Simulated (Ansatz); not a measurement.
H2O (water): the vertical energy of the triplet above the singlet from total energies

H2O: 3 atoms, total charge 0, spin state singlet. SMILES: `O`. The coordinates come from a PBE0-D4/def2-TZVP relaxation.

```xyz
3

O    -0.3027    0.2002   -0.1406
H     0.4665    0.5484    0.3153
H    -0.1638   -0.7486   -0.1747
```

Both states at this one shape; open shells run unrestricted unless said. 1 Eh = 27.2114 eV.

```tsv
level	program	singlet H2O (Eh)	triplet H2O (Eh)
r2SCAN/aug-cc-pVTZ	Ansatz	-76.422673	-76.166505
HSE06/aug-cc-pVTZ	Ansatz	-76.376451	-76.119148
RPA@PBE/aug-cc-pVTZ, 1 core orbital frozen	Ansatz	-76.466498	-76.206989
```

**Question.** Work out the vertical gap, second state less first, at each level.

**Answer.** 
1. r2SCAN/aug-cc-pVTZ: -76.166505 − (-76.422673) = 0.256168 Eh = 6.97 eV.
2. HSE06/aug-cc-pVTZ: -76.119148 − (-76.376451) = 0.257303 Eh = 7.00 eV.
3. RPA@PBE/aug-cc-pVTZ: -76.206989 − (-76.466498) = 0.259509 Eh = 7.06 eV.

No measured value is set beside it here; the levels span 6.97 to 7.06 eV.
